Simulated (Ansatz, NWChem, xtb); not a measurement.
**A ladder of methods for BNH3Cl (SMILES NBCl)**

BNH3Cl: 6 atoms, total charge 0, spin state singlet. As SMILES, `NBCl`. Geometry: relaxed at PBE0-D4/def2-TZVP.

Each level gives the vertical energy of the triplet above the singlet (eV). The values are calculated.

```tsv
level	kind	program	value (eV)
GFN2-xTB	semi-empirical	xtb	6.31
GFN0-xTB	semi-empirical	xtb	6.18
GFN1-xTB	semi-empirical	xtb	6.50
HF/STO-3G	Hartree–Fock	Ansatz	6.59
HF/3-21G	Hartree–Fock	Ansatz	6.02
HF/aug-cc-pVDZ	Hartree–Fock	Ansatz	5.85
SCAN-D3(BJ)/6-311G**	meta-GGA	NWChem	6.05
B3LYP/6-31G* (spherical functions)	global hybrid	Ansatz	6.37
B3LYP/6-31G* (Cartesian functions)	global hybrid	Ansatz	6.37
MP2/aug-cc-pVDZ	perturbation theory	Ansatz	6.87
```

The values span 5.85 to 6.87 eV. The xTB rows lack spin polarisation, so open shells miss the exchange term that lowers them. A triplet this far above the singlet is often a Rydberg-like or dissociative state; sets without diffuse functions put Rydberg states too high.
